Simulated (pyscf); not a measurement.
H₃C–SnH₃ + hydrogen chloride (HCl) → H₃C–SnH₂–Cl + hydrogen (H₂) (four-centre exchange; singlet surface; H–Sn, Cl–H broken, Cl–Sn, H–H formed). Structures and frequencies: ωB97X-D3(BJ)/def2-SVP in PySCF. Rate constants from transition-state theory, ωB97M-D3(BJ)/def2-TZVP energies (ideal gas, 1 atm, RRHO with modes under 100 cm⁻¹ raised to 100, one conformer, R ln 2 for chiral ones without a mode under 150 cm⁻¹; no tunnelling), k in cm³ molecule⁻¹ s⁻¹.

| T (K) | 1000/T | log10 k |
|---|---|---|
| 298 | 3.354 | -32.00 |
| 600 | 1.667 | ? |
| 900 | 1.111 | -18.50 |
| 1200 | 0.833 | -16.67 |

Q: Fit an Arrhenius line to the three values, give the activation energy, and predict k at 600 K.

A: Least squares gives log10 k = -11.69 − 6.06 × 1000/T, so Ea = 6.06 × ln 10 × 1.987 = 27.7 kcal/mol, against an electronic barrier of 26.1. At 600 K the line gives -21.79; the computed value is -21.97 (ΔG‡ = 43.9 kcal/mol), a factor 1.5 under the line, since the plot is curved. This is the saddle that the search found; another between the same sides may lie lower. Elements past Kr carry the def2 core potentials, without spin-orbit coupling.
